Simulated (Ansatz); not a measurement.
C5H8O can be A, `C#CCCCO`, or B, `C=C(C)C(C)=O`.

Program: Ansatz. Geometries: PBE0-D4/def2-TZVP. ΔE: electronic, gas phase. CCSD(T)/CBS adds triple-zeta CCSD(T) − MP2 to the extrapolated MP2 energy (def2 sets, frozen cores). Functionals use def2-TZVPP. B3LYP here is the variant with VWN-RPA as its local correlation; programs differ in this. One conformer a species, not always the lowest.

Problem. Which isomer does CCSD(T)/CBS put lower? Give the gap. (Best estimate.)

Solution. Computed: B, by 141.4 kJ/mol.

Problem. Give E(B) − E(A) in kJ/mol with B3LYP-D4, CCSD(T)/def2-TZVPP, ωB97M-V, HF/def2-TZVPP, MP2/def2-TZVPP, B3LYP, r2SCAN-D4. (Estimate.)

Solution. Ansatz gave: B3LYP-D4 -159.3, CCSD(T)/def2-TZVPP -146.1, ωB97M-V -149.4, HF/def2-TZVPP -147.8, MP2/def2-TZVPP -137.8, B3LYP -155.1, r2SCAN-D4 -165.5. None reverses the order clearly.

Largest T1 diagnostic: 0.013.

The D4 term adds −4.2 kJ/mol with B3LYP and −2.1 kJ/mol with PBE0; it sums over pairs of atoms, weighted by their polarisabilities, and B3LYP, whose exchange is more repulsive, gets the larger term. From PBE to PBE0 (25 % exact exchange), in def2-TZVPP and without D4, E(B) − E(A) moves by +5.2 kJ/mol.
